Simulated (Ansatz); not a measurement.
**Other spins and charges of PH⁻, doublet at one geometry**

Geometry (PBE0/def2-TZVPD stationary point for this spin):

```xyz
2

P     0.0000    0.0000    0.0000
H     0.0000    0.0000    1.4426
```

Basis aug-cc-pVDZ; Ansatz 0.2.0. Correlated methods freeze the noble-gas cores. R marks a restricted (for open shells ROHF) determinant, U an unrestricted one. Active spaces: valence = (7e, 5o) chosen from the atoms' valence shells.

Gaps are energies of the second state less the first, at fixed atoms, for a selection of the levels run; each method lands on the state that its own search finds for that charge and spin.

For open shells CISD is restricted-active-space CI with the open shells as a complete middle space.

Task: PBE gives 1.033 eV for removing an electron, to the triplet. Estimate what full CI gives in aug-cc-pVDZ.

Result: Full CI in aug-cc-pVDZ gives 0.725 eV, so against it PBE is off by 0.308 eV.

```csv
level,gap (eV),error (meV)
CISD,0.544,-181
UCCSD,0.653,-72
UCCSD(T),0.712,-13
UCCSDT,0.719,-6
UCCSDT(Q),0.724,-1
NEVPT2 (valence space),0.380,-345
MRCISD (valence space),0.554,-171
B3LYP,1.082,357
wB97M-V,1.037,312
```

In so small a basis the reference is far from its limit while semilocal and hybrid functionals are nearer theirs, so the functionals' errors here hold much of the reference's basis and frozen-core error, which can add to them or hide them.

Full CI is exact within this basis and frozen core; it isn't the basis-set limit. The frozen core follows each run's orbitals, which can shift R against U totals by a few meV.
